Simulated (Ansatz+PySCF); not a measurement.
Two shapes of doublet O₂F.

Shape 1:

```xyz
3

F     0.0000    0.1719   -1.2316
O     0.0000   -0.4951    0.1853
O     0.0000    0.3232    1.0463
```

Shape 2:

```xyz
3

F     0.0000    0.1976   -1.2497
O     0.0000   -0.4907    0.2124
O     0.0000    0.2931    1.0373
```

Basis set: cc-pVTZ (spherical functions). Correlated methods keep 3 orbitals frozen. Correlation on ROHF uses semicanonical orbitals with singles. Charge 0, multiplicity 2.

Computed with Ansatz (development build ahead of 0.2.0) and PySCF 2.14.0; each method stands on the lowest determinant of its kind that the runs found.

**Question.** Which shape is lower in energy, and by how much in each method?

**Answer.**

| method | E(2) − E(1) (eV) |
| --- | --- |
| ROHF | 0.209 |
| UHF | -0.179 |
| ROHF-MP2 | -0.109 |
| UHF-MP2 | -0.060 |
| ROHF-CCSD(T) | 0.123 |

The methods disagree on the order. Caution for ROHF, ROHF-MP2, ROHF-CCSD(T): an unrestricted determinant lies well below. Caution for UHF, UHF-MP2: the unrestricted determinant is spin contaminated. Caution for ROHF-MP2, ROHF-CCSD(T): large amplitudes, a single reference is doubtful. Caution for ROHF-MP2, UHF-MP2: forces differ strongly between restricted and unrestricted references. Caution for UHF-MP2: another reference gives a lower total.
